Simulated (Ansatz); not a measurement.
System: PdS (P4₂/m, No. 84). Method: BLYP in Ansatz (PAW).

Run with plane-wave cutoff 520 eV, 10×10×8 k mesh (along the axes of the cell as run), Fermi–Dirac smearing 0.05 eV, scalar-relativistic PAW data made under PBE.

Computed at the level's own relaxed cell.

### Question
What does this level give for the pressure derivative B′ of the bulk modulus, equilibrium volume per atom and bulk modulus?

### Answer

- pressure derivative B′ of the bulk modulus: 5.3
- equilibrium volume per atom: 18.89 Å³/atom
- bulk modulus: 91.4 GPa

Note: the cell is over a tenth larger than the published one: the level's own overestimate first of all, though another phase or state, or a fault of the published cell, is possible; the run has no spin polarisation, so it can have missed a magnetic state; the bulk modulus comes from volumes at which shape and atoms were relaxed.

Computed values are for the static lattice.

It cost around 2.9 core-hours (rough) of CPU time.

Ansatz is an electronic-structure program.
